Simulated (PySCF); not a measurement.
## BCl⁻: one state, many levels of theory

State: ²Π (doublet), unpaired electrons π ↑. Set-up: PySCF, no relativity, basis sets B aug-pcseg-1, Cl aug-pcseg-1. De refers to B + Cl⁻ in their high-spin ground configurations, without counterpoise correction. The functionals are run spin-unrestricted. A positive dipole points towards Cl; it is taken about the centre of mass and depends on that origin.

```tsv
Level	Re (Å)	ωe (cm⁻¹)	De (eV)	μ (D)
UHF	1.986	385	n/a	4.73
UHF-MP2	1.906	482	1.30	n/a
UHF-SCS-MP2	1.922	461	1.19	n/a
UHF-CCSD	1.928	457	n/a	n/a
UHF-CCSD(T)	1.922	463	1.25	n/a
PBE	1.898	508	1.91	6.18
r²SCAN	1.904	498	1.79	5.96
r²SCANh	1.905	497	1.73	5.82
PBE0	1.897	509	1.73	5.79
MN15	1.874	532	1.69	6.23
CAM-B3LYP	1.912	484	1.46	5.48
B2PLYP	1.915	472	1.41	5.43
```

(1) Which functional lies closest to UHF-CCSD(T) in De, which farthest, and by how much do they differ from it?

(2) What does the triples do here, going from UHF-CCSD to UHF-CCSD(T)?

(3) What does all correlation do here, going from UHF to UHF-CCSD(T)?

Correlated steps freeze 6 core orbitals. Correlated levels converge slowly with the basis: in double zeta they bind strong bonds too weakly, by up to about 1 eV, and carry superposition errors of some tenths. For an ion De counts to the pair picked by the measured ionisation energies or electron affinities, which need not be the lowest pair at this level. The highest Kohn–Sham level is positive in this anion. Much of that is self-interaction error, but it also means that the finite basis helps to hold the extra electron. B2PLYP dipoles, levels and charges come from its SCF part alone. The state was picked by a PBE0 search and need not be the measured ground state.

The whole job (state search and all levels along the bond) took about 2 min on 1 thread of AMD EPYC 7R43 64-Core (shared host), peak memory 0.54 GiB.

Answers

(1) Closest is B2PLYP (-0.7 pm in Re, +1.9 % in ωe, +0.16 eV in De against UHF-CCSD(T) in the same basis), farthest PBE (-2.4 pm in Re, +9.7 % in ωe, +0.66 eV in De). CCSD(T) converges more slowly with the basis than the functionals do and binds too weakly in this one, so the order can change at the basis-set limit.

(2) UHF-CCSD(T) less UHF-CCSD: -0.6 pm in Re, +1.3 % in ωe. Correlation nearly always deepens the well. The bond shortens, as in weak, metallic or heavy-atom bonds, where dispersion and the correlation of outer-core electrons pull the atoms together.

(3) UHF-CCSD(T) less UHF: -6.4 pm in Re, +20.3 % in ωe. Correlation nearly always deepens the well. The bond shortens, as in weak, metallic or heavy-atom bonds, where dispersion and the correlation of outer-core electrons pull the atoms together.
